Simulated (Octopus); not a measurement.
**CHClF2 (difluorochloromethane) at SVWN5 (scalar, in the pseudopotentials, sg15 potentials, pseudopotentials sg15, grid spacing 0.15 angstrom)**

We compute energy and gradient of CHClF2 (difluorochloromethane). 

The calculation is run with Octopus 16.4.

**1. Starting point**

CHClF2 has 5 atoms, charge 0, and is taken as a singlet. As SMILES, `FC(F)Cl`. The coordinates come from a PBE0-D4/def2-TZVP relaxation.

Bond lengths: F1–C2 1.334 Å, C2–F3 1.334 Å, C2–Cl4 1.763 Å, C2–H5 1.090 Å. Angles: F1–C2–F3 108.3°, F1–C2–Cl4 109.7°, F3–C2–Cl4 109.7°, F1–C2–H5 110.0°, F3–C2–H5 110.0°, Cl4–C2–H5 109.0°.

**2. Energy and forces at SVWN5 (scalar, in the pseudopotentials, sg15 potentials, pseudopotentials sg15, grid spacing 0.15 angstrom)**

geometry.xyz reads:

```xyz
5

F      0.028880    -0.553360     1.230560
C      0.099380     0.038340     0.036560
F      0.834180    -0.731160    -0.768640
Cl    -1.521020     0.223640    -0.632540
H      0.558580     1.022540     0.134060
```

The run is started by

```bash
$ OMP_NUM_THREADS=1 octopus > gs.log
```

Q: Predict the results. Wanted: total energy; dipole moment; HOMO energy.

**Answer.** As computed:

Level: SVWN5 (scalar, in the pseudopotentials, sg15 potentials, pseudopotentials sg15, grid spacing 0.15 angstrom).

| quantity | value |
| --- | --- |
| total energy | -68.89735 Eh |
| dipole moment | 1.33 D |
| HOMO energy | -8.26 eV |
